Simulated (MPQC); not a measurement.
**[HSO2]− (SMILES O=[SH][O-]): levels of theory compared**

Aim: a comparison of 5 runs (HF/STO-3G, HF/3-21G, HF/def2-SVP, PBE0/def2-SVP, MP2/6-311+G**) of [HSO2]−. 

Program for the calculation: MPQC 2.3.1.

## 1. Starting point

[HSO2]− has 4 atoms, charge -1, and is taken as a singlet. SMILES: `O=[SH][O-]`. The shape is that of a GFN2-xTB optimisation.

Bond lengths: O1–S2 1.485 Å, S2–O3 1.486 Å, S2–H4 1.617 Å. Angles: O1–S2–O3 112.7°, O1–S2–H4 101.0°, O3–S2–H4 101.0°.

## 2. Energy and forces at HF/STO-3G (run 1)

The input, run.in:

```
% HO2S
molecule<Molecule>: (
  symmetry = c1
  unit = bohr
  { atoms geometry } = {
    O  [ -2.26430764     0.14889152     1.38027486 ]
    S  [ -0.37618778    -0.55712906    -0.57203900 ]
    O  [ 1.90389907    -1.77859133     0.51863533 ]
    H  [ 0.73659635     2.18682887    -1.32687120 ]
  }
)
basis<GaussianBasisSet>: (
  name = "STO-3G"
  molecule = $:molecule
  basisdir = "."
  puream = yes
)
mpqc: (
  checkpoint = no
  savestate = no
  restart = no
  do_energy = yes
  do_gradient = yes
  optimize = no
  mole<CLHF>: (
    molecule = $:molecule
    basis = $:basis
    total_charge = -1
    memory = 1000000000
    print_evals = yes
    print_npa = yes
    maxiter = 120
    value_accuracy = 1e-08
    guess_wavefunction<CLHF>: (
      molecule = $:molecule
      total_charge = -1
      memory = 1000000000
      value_accuracy = 1e-3
      basis<GaussianBasisSet>: (
        name = "3-21G"
        molecule = $:molecule
      )
    )
  )
)
```

The basis set STO-3G is read from a file made from the Basis Set Exchange's data (not shown).

Command:

```bash
$ mpqc run.in > run.out
```

Log:

```text
MPQC: Massively Parallel Quantum Chemistry
[...]
  LUMO is    18   A =   0.614516
  total scf energy = -540.9787142067
[...]
Value of the MolecularEnergy: -540.9787142067
  Gradient of the MolecularEnergy:
      1    0.1212568825
      2   -0.0424254466
      3   -0.1307185949
      4    0.0101039088
      5   -0.0720340437
      6    0.2130090903
      7   -0.1454231543
      8    0.0808292894
      9   -0.0751590379
     10    0.0140623631
     11    0.0336302009
     12   -0.0071314575
[...]
      symmetry = c1
[...]
```

Run time: 0.2 s. Hardware: 1 thread of Arm Neoverse V2, shared host.

## 3. Energy and forces at HF/3-21G (run 2)

The input, job.in:

```
% emacs should use -*- KeyVal -*- mode
molecule<Molecule>: (
  symmetry = c1
  unit = bohr
  { atoms geometry } = {
    O  [ -2.26430764   0.14889152   1.38027486 ]
    S  [ -0.37618778  -0.55712906  -0.57203900 ]
    O  [ 1.90389907  -1.77859133   0.51863533 ]
    H  [ 0.73659635   2.18682887  -1.32687120 ]
  }
)
basis<GaussianBasisSet>: (
  name = "3-21G"
  molecule = $:molecule
  basisdir = "."
  puream = yes
)
mpqc: (
  checkpoint = no
  savestate = no
  restart = no
  do_energy = yes
  do_gradient = yes
  optimize = no
  mole<CLHF>: (
    molecule = $:molecule
    basis = $:basis
    total_charge = -1
    memory = 1000000000
    print_evals = yes
    print_npa = yes
    maxiter = 120
    value_accuracy = 1e-08
    guess_wavefunction<CLHF>: (
      molecule = $:molecule
      total_charge = -1
      memory = 1000000000
      value_accuracy = 1e-3
      basis<GaussianBasisSet>: (
        name = "STO-3G"
        molecule = $:molecule
      )
    )
  )
)
```

The basis set 3-21G is read from a file made from the Basis Set Exchange's data (not shown).

Command:

```bash
$ mpqc job.in > job.out
```

Log:

```text
MPQC: Massively Parallel Quantum Chemistry
[...]
  LUMO is    18   A =   0.374343
  total scf energy = -544.8169100108
[...]
Value of the MolecularEnergy: -544.8169100108
  Gradient of the MolecularEnergy:
      1    0.0906504628
      2   -0.0288540375
      3   -0.0818650545
      4    0.0028153001
      5   -0.0471780471
      6    0.1223795297
      7   -0.1012174800
      8    0.0598110776
      9   -0.0417677184
     10    0.0077517171
     11    0.0162210070
     12    0.0012532432
[...]
      symmetry = c1
[...]
```

It took 0.42 s on 1 thread of Arm Neoverse V2, shared host.

Run 3 isn't shown in full; the table further down has it.

## 4. Energy and forces at PBE0/def2-SVP (run 4)

The input, mol.in:

```
molecule<Molecule>: (
  symmetry = c1
  unit = angstrom
  { atoms geometry } = {
    O  [ -1.198220     0.078790     0.730410 ]
    S  [ -0.199070    -0.294820    -0.302710 ]
    O  [ 1.007500    -0.941190     0.274450 ]
    H  [ 0.389790     1.157220    -0.702150 ]
  }
)
basis<GaussianBasisSet>: (
  name = "def2-SVP"
  molecule = $:molecule
  basisdir = "."
  puream = yes
)
mpqc: (
  checkpoint = no
  savestate = no
  restart = no
  do_energy = yes
  do_gradient = yes
  optimize = no
  mole<CLKS>: (
    molecule = $:molecule
    basis = $:basis
    total_charge = -1
    memory = 1000000000
    print_evals = yes
    print_npa = yes
    maxiter = 120
    value_accuracy = 1e-08
    functional<SumDenFunctional>: (
      a0 = 0.25
      coefs = [ 0.75 1 ]
      funcs: [ <PBEXFunctional>: () <PBECFunctional>: () ]
    )
    integrator<RadialAngularIntegrator>: ( grid = xfine )
    guess_wavefunction<CLHF>: (
      molecule = $:molecule
      total_charge = -1
      memory = 1000000000
      value_accuracy = 1e-3
      basis<GaussianBasisSet>: (
        name = "STO-3G"
        molecule = $:molecule
      )
    )
  )
)
```

The basis set def2-SVP is read from a file made from the Basis Set Exchange's data (not shown).

Command:

```bash
$ mpqc mol.in > mol.out
```

Log:

```text
MPQC: Massively Parallel Quantum Chemistry
[...]
  Integrated electron density error = 0.000001134584
  iter     1 energy = -547.8192156279 delta = 1.96836e-01
  Integrated electron density error = 0.000327644648
  iter     2 energy = -548.0644383441 delta = 8.34233e-02
[...]
  Integrated electron density error = 0.000000090294
  iter    13 energy = -548.6509969014 delta = 1.75115e-07
  Integrated electron density error = 0.000000090294
  iter    14 energy = -548.6509969014 delta = 6.13566e-08
  Integrated electron density error = 0.000000090294
  iter    15 energy = -548.6509969014 delta = 2.89930e-08
[...]
  LUMO is    18   A =   0.230218
  total scf energy = -548.6509969014
[...]
  Integrated electron density error = 0.000000090370
  Total Gradient:
[...]
Value of the MolecularEnergy: -548.6509969014
  Gradient of the MolecularEnergy:
      1    0.0196158970
      2   -0.0050299553
      3   -0.0128087390
      4   -0.0067263228
      5   -0.0216471136
      6    0.0182985701
      7   -0.0190787543
      8    0.0128423344
      9   -0.0045044238
     10    0.0061891801
     11    0.0138347345
     12   -0.0009854072
[...]
        symmetry = c1
[...]
```

Run time: 13 s. Hardware: 1 thread of Arm Neoverse V2, shared host; peak memory 0.12 GiB.

## 5. Energy and forces at MP2/6-311+G(d,p) (run 5)

The input, run.in:

```
molecule<Molecule>: (
  symmetry = c1
  unit = angstrom
  { atoms geometry } = {
    O  [ -1.198220       0.078790       0.730410 ]
    S  [ -0.199070      -0.294820      -0.302710 ]
    O  [ 1.007500      -0.941190       0.274450 ]
    H  [ 0.389790       1.157220      -0.702150 ]
  }
)
basis<GaussianBasisSet>: (
  name = "6-311+G**"
  molecule = $:molecule
  basisdir = "."
  puream = yes
)
mpqc: (
  checkpoint = no
  savestate = no
  restart = no
  do_energy = yes
  do_gradient = yes
  optimize = no
  mole<MBPT2>: (
    molecule = $:molecule
    basis = $:basis
    memory = 1000000000
    method = mp
    nfzc = 7
    reference<CLHF>: (
      molecule = $:molecule
      basis = $:basis
      total_charge = -1
      memory = 1000000000
      print_evals = yes
      maxiter = 120
      value_accuracy = 1e-08
      guess_wavefunction<CLHF>: (
        molecule = $:molecule
        total_charge = -1
        memory = 1000000000
        value_accuracy = 1e-3
        basis<GaussianBasisSet>: (
          name = "STO-3G"
          molecule = $:molecule
        )
      )
    )
  )
)
```

The basis set 6-311+G** is read from a file made from the Basis Set Exchange's data (not shown).

Command:

```bash
$ mpqc -o run.out run.in
```

Log:

```text
MPQC: Massively Parallel Quantum Chemistry
[...]
  LUMO is    18   A =   0.208601
  total scf energy = -547.8173661985
[...]
  MP2 correlation energy [au]:         -0.562878287851
  MP2 energy [au]:                   -548.380244486359
[...]
Value of the MolecularEnergy: -548.3802444864
  Gradient of the MolecularEnergy:
      1    0.0205586392
      2   -0.0068949468
      3   -0.0160865662
      4   -0.0094919999
      5   -0.0325860392
      6    0.0291860671
      7   -0.0221298846
      8    0.0128076786
      9   -0.0069793050
     10    0.0110632452
     11    0.0266733074
     12   -0.0061201959
[...]
        symmetry = c1
[...]
```

Run time: 35 s. Hardware: 1 thread of Arm Neoverse V2, shared host; peak memory 0.5 GiB.

## 6. All runs side by side

```csv
run,level,starting guess,integration grid,energy (Eh),HOMO energy (eV),LUMO energy (eV),HOMO–LUMO gap (eV),wall time
1,HF/STO-3G,3-21G,–,-540.978714,2.73,16.72,13.99,0.2 s
2,HF/3-21G,STO-3G,–,-544.816910,-2.66,10.19,12.85,0.42 s
3,HF/def2-SVP,STO-2G,–,-547.495762,-3.10,9.49,12.59,1.8 s
4,PBE0/def2-SVP,STO-3G,xfine,-548.650997,0.36,6.26,5.90,13 s
5,MP2/6-311+G**,STO-3G,–,-548.380244,-3.72,5.68,9.40,35 s
```

## 7. What came out

| quantity | value |
| --- | --- |
| run 5: total energy | -548.38024 Eh |
| run 5: HOMO energy (Hartree–Fock orbitals) | -3.72 eV |
| run 5: LUMO energy (Hartree–Fock orbitals) | 5.68 eV |
| run 5: HOMO–LUMO gap (to an unbound level, set by the basis) | 9.40 eV |
| run 5: correlation energy (7 core orbitals frozen) | -562.9 mEh |
| run 5: largest force on an atom | 2.302 eV/Å |

In words: Over runs 1, 2, 3, 4 the HOMO–LUMO gap runs from 5.90 eV (PBE0/def2-SVP) to 13.99 eV (HF/STO-3G). The two ends differ in method and basis. The empty levels of an anion lie above zero and hang on the basis. In runs 1, 4 the HOMO lies above zero, so the outermost electron may be held by the basis alone. In run 1 the basis is minimal, so the values are rough. All runs together took 51 s, the longest 35 s.
